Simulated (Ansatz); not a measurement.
Reaction (SMILES): [O+]#[Si-] (O-Si) → OSi+ (doublet, bonded as [O+]#[Si-]) + e-
B3LYP-D3(BJ)/def2-TZVP geometries, fixed; electronic energies without zero-point terms.

Effect of a fitting basis named in the input at r2SCAN/aug-cc-pV(T+d)Z with Ansatz (a quantum-chemistry and plane-wave program), against the last row, where the adiabatic ionisation energy is 11.34 eV. Open shells are unrestricted. The default fits or decomposes integrals by the program's own choice; accuracy: high also tightens integrals, grids and stops.

| setting | largest shift of a total energy (mEh) | shift of the adiabatic ionisation energy (eV) |
|---|---|---|
| fitting: def2-SV(P)-JKFIT | -0.032 | 0.000 |
| fitting: def2-universal-JKFIT | -0.032 | 0.000 |
| fitting: cc-pVTZ-JKFIT | -0.013 | 0.000 |
| fitting: cc-pVQZ-JKFIT | -0.010 | 0.000 |
| fitting: cc-pV5Z-JKFIT | -0.009 | 0.000 |
| fitting: def2-universal-JFIT | -0.103 | -0.001 |
| accuracy: high | -0.001 | 0.000 |
| accuracy: medium (default) | 0.000 | 0.000 |

Within 0.002 eV in the adiabatic ionisation energy: fitting: def2-SV(P)-JKFIT; fitting: def2-universal-JKFIT; fitting: cc-pVTZ-JKFIT; fitting: cc-pVQZ-JKFIT; fitting: cc-pV5Z-JKFIT; fitting: def2-universal-JFIT; accuracy: high. The largest shift is 0.103 mEh in a total energy and 0.001 eV in the difference.
